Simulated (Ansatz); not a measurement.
## How well does each level of theory give the elastic constant C11 of bcc Cs?

Reference value: 2.6 GPa (measured, temperature not stated, not corrected to a static lattice; as tabulated in arXiv:1601.06701).

### Question
What do LDA, PBE, PBEsol, r²SCAN, HSE06 give, and how far is each from the reference?

### Answer

| level (code) | value (GPa) | cell (Å³/atom) | difference (%) |
|---|---|---|---|
| LDA (Ansatz) | 2.8 | 95.63 | +7.7 |
| PBE (Ansatz) | 2.2 | 116.89 | -15.4 |
| PBEsol (Ansatz) | 2.3 | 108.68 | -11.5 |
| r²SCAN (Ansatz) | 2.2 | 123.41 | -15.4 |
| HSE06 (Ansatz) | 2.1 | 121.81 | -19.2 |

The reference's temperature isn't stated, so close values are not ranked against it.

The reference has no zero-point or thermal correction, while the calculations are for a static lattice, so the differences are not the levels' errors alone. A static lattice is as a rule stiffer than a warm one, by over a tenth in soft solids.  HSE06: hybrids on metals are sensitive to the k mesh. Each level is taken at its own relaxed cell. Cutoffs and k meshes differ between the levels. Ansatz's density-functional and Hartree–Fock values are scalar-relativistic unless marked +SOC, with PAW data made under PBE.

Differences are worked out from the printed values.

Ansatz is a first-principles code.
